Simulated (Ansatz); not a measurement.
# AlMg: the cost of one run

Program: Ansatz 0.2.0, Gaussian basis. Level of theory: def2-QZVPP, all electrons in the functionals. These are calculated values, not measurements.

Plan: PBE, BLYP, r2SCAN, B97M-V, PBE0, B3LYP, at charge 1, triplet; charge 0, doublet; charge 0, quartet; charge 1, singlet; charge 1, quintet.

2 further runs of the same task are left out: 2 set aside as unsound or not needed.

### 1 The geometry

The geometry is a PBE0/def2-TZVP stationary point (not a proven minimum).

2 atoms, charge 1, spin multiplicity 3.

Atoms are counted from 1 here; the program's logs count them from 0.

No contacts short enough for the rule that draws bonds.

No dispersion term is added; B97M-V holds VV10 nonlocal correlation. B3LYP takes the VWN-RPA correlation.

The geometry shown and the zero of energy belong to the point charge 1, triplet. The yardstick, UCCSD(T), and other wave-function levels (R restricted, U unrestricted, valence and pair active spaces) come from earlier runs.

### 2 PBE, charge 1, triplet

File in.yaml:

```yaml
crystal:
  periodic: [false, false, false]
  atoms:
    - {symbol: Al, position_ang: [0.000000, 0.000000, 0.000000]}
    - {symbol: Mg, position_ang: [0.000000, 0.000000, 2.704200]}
basis:
  gaussian: {orbitals: "def2-QZVPP.json"}
total_charge: 1
magnetization: {spin_polarized: true, initial_magnetization: 2}
hamiltonian: {xc: {name: PBE}}
output: {orbitals: {seedname: orbitals}}
```

Launch:

```bash
$ ansatz run in.yaml --threads 1 --pin off --events-out ev --progress --plain --max-ram 2393MiB
```

**Question.** How long does this run take on 1 thread of Arm Neoverse V2, shared host?

About 11 s.
